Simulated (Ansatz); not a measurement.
`CN(C)C=O` → `CNC=O` + `[CH2]` (triplet) at 400 K and 1 bar (formal loss of a carbene).

Calculated with Ansatz (gas phase, PBE0-D4/def2-TZVP geometries, no zero-point term in ΔE). CBS: MP2 limit from def2 TZ/QZ plus the TZ coupled-cluster correction, frozen cores. This one scheme is used for every species. Triplets are unrestricted, without spin–orbit coupling. One conformer a species, not always the lowest.

```tsv
species	CCSD(T)/CBS energy (Eh)	H − E (kJ/mol)	S (J/(mol·K))
`CN(C)C=O`	-248.24099	298.1	347.5
`CNC=O`	-208.98697	219.0	316.8
`[CH2]` (triplet)	-39.09499	59.0	205.7
```

H − E and S are ideal-gas, rigid-rotor, harmonic terms from PBE0-D4/def2-TZVP, for one conformer and one mirror image of each species, with the whole ground term of open shells counted as degenerate. 1 Eh = 2625.50 kJ/mol, R = 8.31446 J/(mol·K).

Q: By hand: ΔE, ΔH, ΔS and ΔG.

A: ΔE = (-208.98697) + (-39.09499) − (-248.24099) = 0.15903 Eh = 417.5 kJ/mol. Δ(H − E) = 219.0 + 59.0 − 298.1 = -20.1, so ΔH = 397.4 kJ/mol. ΔS = 316.8 + 205.7 − 347.5 = 175.0 J/(mol·K). ΔG = 397.4 − 400 × (175.0)/1000 = 327.4 kJ/mol.

Q: By hand: the equilibrium constant, and the temperature at which ΔG would vanish if ΔH and ΔS stayed fixed.

A: log₁₀ K = −ΔG/(RT ln 10) = -42.8. ΔG = 0 at ΔH/ΔS = 2271 K.

The number of gas molecules changes by +1, which sets the sign of ΔS. A doubt of 5 kJ/mol in ΔE shifts log₁₀ K by 0.7 here. Other conformers and mirror images would add mixing entropy, several J/(mol·K) or more a flexible species. A triplet takes part, so the spin changes. These are equilibria of isolated gas molecules and say nothing of rates. Largest T1 diagnostic: 0.015 (customary marks: 0.02 for closed shells, 0.045 for open ones).
